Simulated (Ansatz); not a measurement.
These are Ansatz (a quantum-chemistry and plane-wave program) with frozen-core CCSD(T)/def2-TZVPP // TPSSh-D3(BJ)/def2-TZVP values and carry that method's errors.

Ansatz 0.2 input:
```yaml
crystal:
  periodic: [false, false, false]
  atoms:
    - { symbol: C, position_ang: [0.861516, -0.081018, -0.062169] }
    - { symbol: C, position_ang: [-0.616486, 0.067472, -0.001391] }
    - { symbol: H, position_ang: [1.513722, 0.760077, 0.139866] }
    - { symbol: H, position_ang: [1.318634, -1.057872, -0.164315] }
    - { symbol: H, position_ang: [-0.936972, 1.060092, -0.329686] }
    - { symbol: H, position_ang: [-1.123597, -0.678964, -0.618985] }
    - { symbol: H, position_ang: [-0.998648, -0.062025, 1.023901] }
basis:
  gaussian: { orbitals: def2-TZVPP }
correlation:
  method: ccsd_t
magnetization:
  spin_polarized: true
  initial_magnetization: 1
```

Output:

```
Functional definition: HF
754 factors; integrals over basis functions are off by at most 1.1e-3 eV
mean field evaluation 1: about -2137.7266 eV, gradient 1.8e1 eV
mean field evaluation 2: about -2137.7290 eV, gradient 1.8e1 eV
mean field evaluation 4: about -2139.5840 eV, gradient 2.0e0 eV
mean field evaluation 8: about -2139.6321 eV, gradient 1.2e-3 eV
mean field evaluation 16: about -2139.6294 eV, gradient 2.3e-1 eV
mean field -2139.63210332 eV, -78.6300295025 hartree, gradient 2.4e-6 eV, S^2 0.763452; 0 other end points of the search recorded, 0 dependent functions left out
2 core orbitals not correlated
reference -2139.63210332 eV, -78.6300295025 hartree; 7, 6 occupied and 123, 124 virtual orbitals, 754 factors
second order -8.96980639 eV of doubles, -0.00000000 eV of singles
cycle   1  -9.56792921 eV  change   -6.0e-1 eV  update   5.7e-2
cycle   2  -9.81372118 eV  change   -2.5e-1 eV  update   1.9e-2
cycle   3  -9.84628638 eV  change   -3.3e-2 eV  update   7.6e-3
cycle   4  -9.84538308 eV  change    9.0e-4 eV  update   2.8e-3
cycle   5  -9.84566899 eV  change   -2.9e-4 eV  update   1.0e-3
cycle   6  -9.84569125 eV  change   -2.2e-5 eV  update   3.1e-4
cycle   7  -9.84573104 eV  change   -4.0e-5 eV  update   1.1e-4
cycle   8  -9.84573172 eV  change   -6.8e-7 eV  update   3.5e-5
cycle   9  -9.84572454 eV  change    7.2e-6 eV  update   1.2e-5
perturbative correction -0.32522743 eV, -0.0119518877 hartree
Total energy: -2149.80305530 eV, -79.0038050935 hartree
```

Cost: very roughly 30 core-seconds.
